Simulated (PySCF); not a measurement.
## AlOF: from structure and modes to constants

These are results of PBE/[Al def2-TZVP, O def2-TZVP, F def2-TZVP], no relativity, density fitting, PySCF, not measurements.

The singlet minimum has C∞v symmetry. Masses (u): Al 26.98154, O 15.99492, F 18.99840.

```xyz
3
charge 0 multiplicity 1, angstrom
Al   -0.0899    0.0000   -0.0027
O    -1.7026    0.0000   -0.0513
F     1.5611    0.0000    0.0470
```

Harmonic wavenumbers (cm⁻¹): 193.2 (π, ×2), 710.8 (σ+, ×1), 1129.0 (σ+, ×1).

**Question.** Find the principal moments of inertia and the rotational constants. What kind of rotor is it?

**Answer.** About the centre of mass I = 92.968 u Å². With B = 16.8576/I this gives 0.1813 cm⁻¹. The molecule is linear.

**Question.** What is the harmonic zero-point energy?

**Answer.** Half the sum of all 4 wavenumbers, 2226/2 = 1113 cm⁻¹, which is 13.3 kJ/mol (1 cm⁻¹ = 0.0119627 kJ/mol).

**Question.** Find the vibrational entropy and heat capacity at 298.15 K.

**Answer.** With u = 1.43878 ω/T, each mode gives S = R[u/(eᵘ−1) − ln(1−e⁻ᵘ)] and C = R u² eᵘ/(eᵘ−1)².
| ω (cm⁻¹) | u | S (J/(mol K)) | C (J/(mol K)) |
| --- | --- | --- | --- |
| 193.2 (×2) | 0.933 | 9.19 | 7.74 |
| 710.8 | 3.430 | 1.23 | 3.38 |
| 1129.0 | 5.448 | 0.23 | 1.07 |
The sums over all modes are S = 19.8 and C = 19.9 J/(mol K); the softest mode gives 46 % of the entropy (each member, where degenerate).

Only a few start shapes were tried, so a lower isomer may exist.
